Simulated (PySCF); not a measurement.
Gas-phase reaction: AlF3 + NH3 = AlF3.NH3

Method: PySCF energies plus ideal-gas RRHO corrections (1 bar). † marks an energy on the PBE0/def2-TZVP geometry and frequencies; other levels use their own. 6-31G* has spherical d functions here. All species are closed-shell singlets. B3LYP is the form with VWN-RPA correlation. Adducts (AlF3.NH3) have no counterpoise correction, and HF, PBE, BLYP, B3LYP and PBE0 lack dispersion. AlF3.NH3: computed as isolated molecules; such fragments, hydroxides, amides, oligomers or adducts are transient or little studied in the gas. The harmonic model lacks anharmonicity and excited electronic states, which grow with temperature; levels with a mode under 35 cm⁻¹ are left out. Soft modes under 120 cm⁻¹ make the harmonic entropy rough for AlF3.NH3.

```
level               ΔE electronic, kJ  ΔH°(298 K), kJ  ΔS°(298 K), J/K  ΔG°(1600 K), kJ
------------------  -----------------  --------------  ---------------  ---------------
B3LYP/def2-TZVP†                 -165            -155             -119               20
BLYP/def2-TZVP†                  -152            -142             -119               33
HF/6-31G*                        -182            -172             -125               13
PBE0/def2-SVP†                   -202            -193             -119              -17
r2SCAN/def2-TZVP†                -180            -171             -119                5
LDA/def2-TZVP†                   -200            -191             -119              -15
ωB97M-V/def2-TZVP†               -178            -168             -119                7
```
ΔH° is lowest at PBE0/def2-SVP† and highest at BLYP/def2-TZVP†. No reference value is set beside these.
